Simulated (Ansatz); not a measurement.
Ideal-gas functions of C2H4FN (`C/N=C\F`) at 600 K and 1 bar, from an Ansatz frequency run at PBE0-D4/def2-TZVP.

Molar mass 61.06 g/mol, point group Cs (symmetry number 1), electronic degeneracy 1, moments of inertia 25.712, 81.318, 103.928 u Å². Harmonic wavenumbers (cm⁻¹, unscaled): 98, 276, 472, 720, 939, 984, 1087, 1135, 1163, 1372, 1431, 1488, 1491, 1819, 3046, 3120, 3125, 3202.

Use S(trans) = R[1.5 ln M + 2.5 ln T − 1.1517]; rotational temperatures θ = 24.2544 K / I; S(rot) = R[ln(√π/σ · √(T³/θAθBθC)) + 1.5]; for each mode x = 1.438777 ν̃/T, S = R[x/(eˣ − 1) − ln(1 − e⁻ˣ)] and H = RT x/(eˣ − 1); 1 cm⁻¹ = 0.0119627 kJ/mol; R = 8.31446 J/(mol·K).

**Question.** By hand: the entropy, in J/(mol·K).

**Answer.** Translation 174.7. Rotation: θ = 0.9433, 0.2983, 0.2334 K, giving 108.3. Vibration, mode by mode: 20.37, 11.90, 7.71, 4.74, 3.13, 2.87, 2.36, 2.16, 2.05, 1.37, 1.23, 1.10, 1.09, 0.58, 0.05, 0.04, 0.04, 0.03, in all 62.8. Electronic 0.0. Sum 345.8 J/(mol·K).

**Question.** By hand: H − E and G − E in kJ/mol, counted from the electronic energy.

**Answer.** Zero-point energy ½ × 26968 × 0.0119627 = 161.3; thermal vibration 20.6; translation, rotation and pV give 4 RT = 20.0. H − E = 201.9 kJ/mol, and G − E = 201.9 − 600 × 345.8/1000 = -5.6 kJ/mol.

Vibration gives 18 % of the entropy, 20.4 J/(mol·K) of it from the mode under 150 cm⁻¹: soft modes count most, and the harmonic formula is weakest for them.
